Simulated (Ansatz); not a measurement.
`[SiH3]NP`. Charge 0, multiplicity 1.

```xyz
9

Si   -0.3246   -0.5093   -1.0073
N    -0.5882   -0.0253    0.6284
P     0.5084    0.8150    1.6273
H    -0.0549    0.6729   -1.8693
H    -1.5460   -1.2121   -1.4803
H     0.8511   -1.4157   -1.1058
H    -1.4620   -0.2426    1.0774
H     0.9191    1.8524    0.7399
H     1.6972    0.0647    1.3897
```

Give the diagnostics of a CCSD(T)/def2-TZVPP run (frozen core, Ansatz). (Best estimate.)

Computed: T1 = 0.0117, largest single amplitude 0.014, largest double 0.039, (T) share of the correlation energy 3.6 %, 9 CCSD cycles. The RHF solution is stable towards an unrestricted one. T1 lies under the customary mark of 0.02 for closed shells.
